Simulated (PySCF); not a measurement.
Dissociation curve of H₂, singlet.

- UHF/cc-pVQZ (PySCF)
- RHF/cc-pVQZ (PySCF)

Scanned distances (Å): 0.59, 0.65, 0.68, 0.70, 0.73, 0.75, 0.77, 0.79, 0.82, 0.86, 0.92, 1.03, 1.14, 1.25, 1.34, 1.50, 1.64, 1.85, 2.03, 2.21, 2.63, 2.99.

Problem. Where does the unrestricted solution first break spin symmetry (<S²> of 0.01 or more)?

Solution. UHF: between 1.14 and 1.25 Å.

```json
[
 {"R / Å": "0.59", "<S²> UHF": "0.00", "E(RHF) − E(UHF) / kcal/mol": "0.0"},
 {"R / Å": "0.65", "<S²> UHF": "0.00", "E(RHF) − E(UHF) / kcal/mol": "0.0"},
 {"R / Å": "0.68", "<S²> UHF": "0.00", "E(RHF) − E(UHF) / kcal/mol": "0.0"},
 {"R / Å": "0.70", "<S²> UHF": "0.00", "E(RHF) − E(UHF) / kcal/mol": "0.0"},
 {"R / Å": "0.73", "<S²> UHF": "0.00", "E(RHF) − E(UHF) / kcal/mol": "0.0"},
 {"R / Å": "0.75", "<S²> UHF": "0.00", "E(RHF) − E(UHF) / kcal/mol": "0.0"},
 {"R / Å": "0.77", "<S²> UHF": "0.00", "E(RHF) − E(UHF) / kcal/mol": "0.0"},
 {"R / Å": "0.79", "<S²> UHF": "0.00", "E(RHF) − E(UHF) / kcal/mol": "0.0"},
 {"R / Å": "0.82", "<S²> UHF": "0.00", "E(RHF) − E(UHF) / kcal/mol": "0.0"},
 {"R / Å": "0.86", "<S²> UHF": "0.00", "E(RHF) − E(UHF) / kcal/mol": "0.0"},
 {"R / Å": "0.92", "<S²> UHF": "0.00", "E(RHF) − E(UHF) / kcal/mol": "0.0"},
 {"R / Å": "1.03", "<S²> UHF": "0.00", "E(RHF) − E(UHF) / kcal/mol": "0.0"},
 {"R / Å": "1.14", "<S²> UHF": "0.00", "E(RHF) − E(UHF) / kcal/mol": "0.0"},
 {"R / Å": "1.25", "<S²> UHF": "0.10", "E(RHF) − E(UHF) / kcal/mol": "0.2"},
 {"R / Å": "1.34", "<S²> UHF": "0.31", "E(RHF) − E(UHF) / kcal/mol": "2.7"},
 {"R / Å": "1.50", "<S²> UHF": "0.58", "E(RHF) − E(UHF) / kcal/mol": "11.4"},
 {"R / Å": "1.64", "<S²> UHF": "0.72", "E(RHF) − E(UHF) / kcal/mol": "21.5"},
 {"R / Å": "1.85", "<S²> UHF": "0.85", "E(RHF) − E(UHF) / kcal/mol": "37.7"},
 {"R / Å": "2.03", "<S²> UHF": "0.91", "E(RHF) − E(UHF) / kcal/mol": "51.3"},
 {"R / Å": "2.21", "<S²> UHF": "0.95", "E(RHF) − E(UHF) / kcal/mol": "63.9"},
 {"R / Å": "2.63", "<S²> UHF": "0.98", "E(RHF) − E(UHF) / kcal/mol": "88.3"},
 {"R / Å": "2.99", "<S²> UHF": "0.99", "E(RHF) − E(UHF) / kcal/mol": "104.2"}
]
```
